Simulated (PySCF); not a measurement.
**Successive Cl–H bond energies**

All numbers come from PBE0 in PySCF with Cl def2-TZVP, H def2-TZVP; no relativity; density-fitted integrals.

Each entry is the lowest minimum that a search over a few typed start shapes (and spin states, where more than one is plausible) found, or that minimum re-optimised at the stated level; isomers with ligand–ligand bonds, or fragments after loss of a ligand pair, can lie lower.

Total energies (Eh), which compare only within these settings: H atom -0.50106.

```csv
species,2S+1,group,E (Eh),ZPE (kJ/mol)
ClH₄,2,D4h,-462.16992,65.3
ClH₅,1,C4v,-462.66334,97.3
ClH₆,2,Oh,-463.18523,119.7
```

Question: What are De and D0 for ClH₅ → ClH₄ + H?

Answer: De = [(-462.16992) + (-0.50106) − (-462.66334)] × 2625.5 = -20 kJ/mol. The zero-point energy changes by -32.1 kJ/mol, so D0 = -52 kJ/mol.

Question: What are De and D0 for ClH₆ → ClH₅ + H?

Answer: De = [(-462.66334) + (-0.50106) − (-463.18523)] × 2625.5 = 55 kJ/mol. The zero-point energy changes by -22.4 kJ/mol, so D0 = 32 kJ/mol.

Atoms and open shells are unrestricted, without spin–orbit or basis-set superposition corrections.
